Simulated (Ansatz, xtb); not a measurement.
## Worked example: C3H7FO → C3H5F + H2O

Species: C3H7FO `CC(O)CF`, singlet; C3H5F `C/C=C/F`, singlet; H2O (water) `O`, singlet. 

Shapes, held fixed at every level: PBE0-D4/def2-TZVP. Flexible molecules stand in one conformer, not always the lowest. Programs: Ansatz 0.2.0, xtb 6.7.1. Electronic energies: no zero-point or thermal term.

At CCSD(T)/CBS estimate; 1 Eh = 2625.50 kJ/mol:

| species | energy (Eh) |
| --- | --- |
| C3H7FO | -293.330574 |
| C3H5F | -216.928090 |
| H2O | -76.379409 |

Problem. Work out ΔE of the reaction at this level.

Solution. 
1. Products less reactants: (-216.928090) + (-76.379409) − [(-293.330574)] = 0.023075 Eh = +60.6 kJ/mol.

Other levels give +55.0 (HF/def2-TZVPP) to +79.5 kJ/mol (wB97X-V/def2-TZVPP). No measured value is set beside it here. The CBS estimate extrapolates MP2 from def2-TZVPP and def2-QZVPP and adds CCSD(T) − MP2 in the triple-zeta set, cores frozen.
